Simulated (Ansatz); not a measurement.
Name a neutral molecule of Al, P and H with HOMO–LUMO gap (PBE/def2-TZVPP) between 5.30 and 5.60 eV and vertical ionisation energy (CCSD(T)/CBS(def2)) between 10.40 and 10.70 eV (Ansatz, PBE0-D4/def2-TZVP geometry).

`[AlH3-][PH3+]` (5.42 eV, 10.45 eV). Other molecules can fit too; these were computed, each in one conformer that needn't be the lowest.
